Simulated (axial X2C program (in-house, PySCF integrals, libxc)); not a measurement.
## LiS⁻: from the spin-free to the two-component result

Computed with an in-house relativistic program for diatomic molecules. Spin-free means the one-electron spin-free X2C Hamiltonian; two-component (2c) means X2C with spin–orbit coupling and atomic mean-field two-electron Coulomb and Gaunt terms, so the difference of the two also holds small scalar two-electron terms. Basis: S dyall-av3z [9s8p3d2f], Li dyall-av3z [9s9p3d] (cores contracted in-house); Gaussian nuclei, density fitting, unrestricted open shells. Masses: S 31.972 u, Li 7.016 u.

Spin-free state: M_S = 0, Λ = 0 (closed shell); fragments S- + Li.

| level | Re (Å) | ωe (cm⁻¹) | De (eV) | μ (D) |
| --- | --- | --- | --- | --- |
| PBE0 | 2.053 | 655.1 | 2.242 | 5.26 |
| HF | 2.053 | 681.1 | 0.979 | 6.60 |
| MP2 | 2.092 | 622.3 | 2.392 | n/a |
| TPSSh | 2.065 | 638.8 | 2.324 | 4.87 |
| r2SCAN0 | 2.054 | 661.2 | 2.219 | 5.57 |

Correlated methods: 8 electrons correlated (number of frozen shells: S 2 s, 1 p; Li 1 s), 188 virtual spin orbitals or spinors in MP2.

Dipoles are positive if Li is the positive end and refer to the centre of mass.

Two-component determinant lowest at the distance of the search:

Ω = 0 (closed shell); fragments S- + Li.

```
  level  Re (Å)  ωe (cm⁻¹)  De (eV)  μ (D)
   PBE0   2.054      654.9    2.240   5.26
     HF   2.053      680.9      n/a   6.60
    MP2   2.092      622.0    2.372    n/a
  TPSSh   2.065      638.6    2.323   4.86
r2SCAN0   2.055      661.0    2.218   5.56
```

Problem. From the two tables, how do the constants change at the MP2 level (2c against spin-free)?

Solution. At the MP2 level Re is unchanged within 0.001 Å and ωe goes down by 0.3 cm⁻¹; De changes by -0.020 eV.

The state is one determinant whose occupation by symmetry is held fixed; it was picked as the lowest of a PBE0 search that is not exhaustive. Closed shells are restricted here (equal orbitals for both partners); the stretched side of such a curve lies too high. Dissociation energies refer to the lowest single-determinant-based atoms at the same level and basis. De is not given where an atomic determinant may have missed its ground term or J level, or where the truncated virtual space spoils (T). In 2c an atomic determinant is not the ground J level, so De misses part of the atomic spin–orbit lowering. This holds for PBE0, TPSSh, r2SCAN0. The functionals have no current-density term, which raises determinants with orbital currents, atoms included. The highest occupied level of some functionals is positive through self-interaction error; at Hartree–Fock it is bound. Hartree–Fock gets electron affinities wrong, so its lowest charge split need not be the true one.
